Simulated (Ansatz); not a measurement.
Relaxation of AlH3O (5 atoms, charge 0, multiplicity 1), to a largest force component of 0.02 eV/Å in at most 40 steps.

Level of theory: Ansatz 0.2.0, RKS LDA/def2-SVP.

```xyz
5
Properties=species:S:1:pos:R:3
Al 0.000 0.000 0.000
H 0.000 0.000 1.560
H 1.351 0.000 -0.780
O -1.542 0.000 -0.890
H -2.051 -0.847 -0.681
```

Problem. Where does it end, and by what steps?

Solution. The run converged. After 6 steps the energy has fallen by 0.329 eV; O4 moved furthest, 0.42 Å.

```json
{"step": "0", "energy less start (eV)": "0.0000", "largest force component (eV/Å)": "1.564", "accepted": "yes"}
{"step": "1", "energy less start (eV)": "-0.0479", "largest force component (eV/Å)": "2.069", "accepted": "yes"}
{"step": "2", "energy less start (eV)": "-0.2724", "largest force component (eV/Å)": "1.380", "accepted": "yes"}
{"step": "3", "energy less start (eV)": "-0.2991", "largest force component (eV/Å)": "0.890", "accepted": "yes"}
{"step": "4", "energy less start (eV)": "-0.3267", "largest force component (eV/Å)": "0.144", "accepted": "yes"}
{"step": "5", "energy less start (eV)": "-0.3286", "largest force component (eV/Å)": "0.028", "accepted": "yes"}
{"step": "6", "energy less start (eV)": "-0.3287", "largest force component (eV/Å)": "0.003", "accepted": "yes"}
```

```xyz
5
Properties=species:S:1:pos:R:3
Al 0.039 -0.068 0.000
H -0.056 -0.061 1.599
H 1.362 0.186 -0.849
O -1.347 -0.364 -0.940
H -2.239 -0.539 -0.602
```

Time of the run: 5.2 s on 1 thread of Arm Neoverse V1, on a shared host, peak memory 0.1 GiB.
